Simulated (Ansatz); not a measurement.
# B2HSi: the cost of one run

Method: def2-QZVPP, core rule «outside noble gas», up to 7 orbitals frozen; program: Ansatz 0.2.0, Gaussian basis.

Plan: UHF; ROHF; CCSD(T) on UHF.

## Step 1: What is computed

The geometry is a PBE0/def2-TZVP stationary point (not a proven minimum) of the parent state, kept for this charge and spin.

4 atoms, charge 0, spin multiplicity 6.

Atoms are counted from 1 here; the program's logs count them from 0.

Bond lengths: B1–B2 1.555 Å, B1–H4 1.178 Å, B2–Si3 1.975 Å. Angles: B2–B1–H4 180.0°, B1–B2–Si3 180.0°.

## Step 2: UHF

Contents of in.yaml:

```yaml
crystal:
  periodic: [false, false, false]
  atoms:
    - {symbol: B, position_ang: [0.000000, 0.000000, -0.976964]}
    - {symbol: B, position_ang: [0.000000, 0.000000, 0.578505]}
    - {symbol: Si, position_ang: [0.000000, 0.000000, 2.553858]}
    - {symbol: H, position_ang: [0.000000, 0.000000, -2.155400]}
basis:
  gaussian: {orbitals: "def2-QZVPP.json"}
magnetization: {spin_polarized: true, initial_magnetization: 5}
hamiltonian: {xc: hf}
output: {orbitals: {seedname: orbitals}}
```

Started as:

```sh
$ ansatz run in.yaml --threads 1 --pin off --events-out ev --progress --plain --max-ram 2393MiB
```

**Question.** How long does this run take on 1 thread of Arm Neoverse V1, shared host, and how much memory does it need?

About 6 s, with a peak of 0.4 GiB.
